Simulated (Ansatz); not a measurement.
```yaml
crystal:
  periodic: [false, false, false]
  atoms:
    - {symbol: C, position_ang: [-1.000729, -0.394479, -0.721738]}
    - {symbol: O, position_ang: [0.403166, 0.054100, -0.680982]}
    - {symbol: C, position_ang: [0.860776, -0.161066, 0.594502]}
    - {symbol: O, position_ang: [0.435470, 0.838265, 1.172253]}
    - {symbol: F, position_ang: [2.222837, 0.027810, 0.174736]}
    - {symbol: H, position_ang: [-1.671045, 0.153473, -0.110352]}
    - {symbol: H, position_ang: [-1.116633, -1.430890, -0.579854]}
    - {symbol: H, position_ang: [-1.401379, -0.252329, -1.882606]}
    - {symbol: H, position_ang: [0.769182, -1.090652, 1.009418]}
    - {symbol: H, position_ang: [0.429834, 1.618872, 0.839828]}
basis:
  gaussian: {orbitals: cc-pVDZ, final_grid: {core_spheres: 8, valence_spheres: 7, degree: 23}, point_charges: [{charge: 0.50, position_ang: [4.731, -0.224, 0.328]}]}
total_charge: 1
magnetization: {spin_polarized: true, initial_magnetization: 9}
hamiltonian: {xc: {name: HSE06}}
output: {forces: true}
```

```sh
$ ansatz run in.yaml --threads 4 --pin off --events-out ev --progress --plain --max-ram 10444MiB
```

Output, abridged:

```
Functional definition: HSE06
860 factors; integrals over basis functions are off by at most 1.3e-3 eV
80 factors; integrals over basis functions are off by at most 3.6e-7 eV
mean field evaluation 1: about -8885.6946 eV, gradient 4.9e1 eV
mean field evaluation 2: about -8813.6014 eV, gradient 1.1e2 eV
mean field evaluation 4: about -8880.7172 eV, gradient 5.6e1 eV
mean field evaluation 8: about -8899.7153 eV, gradient 3.7e0 eV
mean field evaluation 16: about -8900.3906 eV, gradient 2.1e-1 eV
mean field evaluation 32: about -8900.3937 eV, gradient 2.3e-3 eV
mean field -8900.39365981 eV, -327.0834340944 hartree, gradient 2.6e-5 eV, S^2 24.763654; 8 other end points of the search recorded, 0 dependent functions left out
reference -8900.39370169 eV, -327.0834356335 hartree; 25, 16 occupied and 70, 79 virtual orbitals, 860 factors
Total energy: -8900.39370169 eV, -327.0834356335 hartree
Atom 0 at    -1.000729    -0.394479    -0.721738 Å, force    -7.758404    -3.962641     7.042637 eV/Å
Atom 1 at     0.403166     0.054100    -0.680982 Å, force    11.284972     4.399858    -5.846598 eV/Å
Atom 2 at     0.860776    -0.161066     0.594502 Å, force    -3.982996    -6.973867     6.629862 eV/Å
Atom 3 at     0.435470     0.838265     1.172253 Å, force    -4.427903    -6.171051    11.101555 eV/Å
Atom 4 at     2.222837     0.027810     0.174736 Å, force    12.937185     1.900969    -4.757126 eV/Å
Atom 5 at    -1.671045     0.153473    -0.110352 Å, force    -2.845553     1.715393     2.050536 eV/Å
Atom 6 at    -1.116633    -1.430890    -0.579854 Å, force    -1.229020    -3.250755    -0.174193 eV/Å
Atom 7 at    -1.401379    -0.252329    -1.882606 Å, force    -3.643071     0.911629   -10.506841 eV/Å
Atom 8 at     0.769182    -1.090652     1.009418 Å, force    -0.718281    -5.441657     0.661568 eV/Å
Atom 9 at     0.429834     1.618872     0.839828 Å, force    -0.069473    16.885110    -6.194334 eV/Å
Dipole moment:    -0.184586    -0.516940     0.388749 e Å
```

Q: What is wrong with this run?

A: The spin is set far too high for this molecule. Self-consistency was reached. The result belongs to that input, not to the molecule as meant.

HSE06 is defined as in plane-wave codes.
